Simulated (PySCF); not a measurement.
Below is a simulated gas-phase Si 2p photoelectron spectrum of `N[SiH3]` (silanamine).

Every computed line was given a Gaussian of 0.7 eV full width at half maximum and an area set by the number of equivalent atoms (split 2:1 within a doublet); the highest printed point is 100. Theory: PySCF, delta-SCF UKS SCAN, pcX-2 on the ionised atom, pcseg-1 elsewhere, spin-free X2C.

| binding energy (eV) | intensity |
| --- | --- |
| 105.9 | 0 |
| 106.0 | 1 |
| 106.1 | 2 |
| 106.2 | 4 |
| 106.3 | 9 |
| 106.4 | 17 |
| 106.5 | 30 |
| 106.6 | 47 |
| 106.7 | 67 |
| 106.8 | 85 |
| 106.9 | 96 |
| 107.0 | 100 |
| 107.1 | 96 |
| 107.2 | 87 |
| 107.3 | 78 |
| 107.4 | 69 |
| 107.5 | 62 |
| 107.6 | 55 |
| 107.7 | 47 |
| 107.8 | 37 |
| 107.9 | 26 |
| 108.0 | 17 |
| 108.1 | 10 |
| 108.2 | 5 |
| 108.3 | 2 |
| 108.4 | 1 |
| 108.5 | 0 |
| 108.6 | 0 |

Task: How many maxima does the curve show, and how many computed lines lie under it?

Result: The curve has 1 maximum (at 107.0 eV). Under it lie 2 lines from 1 inequivalent silicon site, drawn as a 2p3/2, 2p1/2 pair. At this width some lines have no maximum of their own.

Task: Decompose the envelope and assign each component. Numbering: `[NH2:1][SiH3:2]`.

Result: 
```
position (eV)  relative area      line  atoms   environment
       106.95           0.67  Si 2p3/2    Si2  SiH3 silicon
       107.57           0.33  Si 2p1/2    Si2  SiH3 silicon
```

Task: What are the centre and the root-mean-square width of the whole band?

Result: The area-weighted mean of the lines is 107.16 eV. Their own spread about it is 0.29 eV (rms) and each Gaussian has σ = 0.7/2.355 = 0.30 eV; the variances add, which gives 0.42 eV.

Shake-up satellites, vibrational structure and lifetime widths aren't simulated. For 2p shells one spin-free hole was relaxed; a mean-field spin–orbit operator and the ground-state splitting of the three 2p orbitals were then diagonalised within the shell. The shell's mean is (2 × 2p3/2 + 2p1/2)/3, and the degeneracies 2j + 1 give areas of 2:1. 2p1/2 minus 2p3/2 (ligand field included): Si 0.62 eV. Geometry: GFN2-xTB; no solvent, vibrations or thermal averaging.

Time: 4.5 s of wall time. Hardware: Arm Neoverse V2, one thread (shared host).
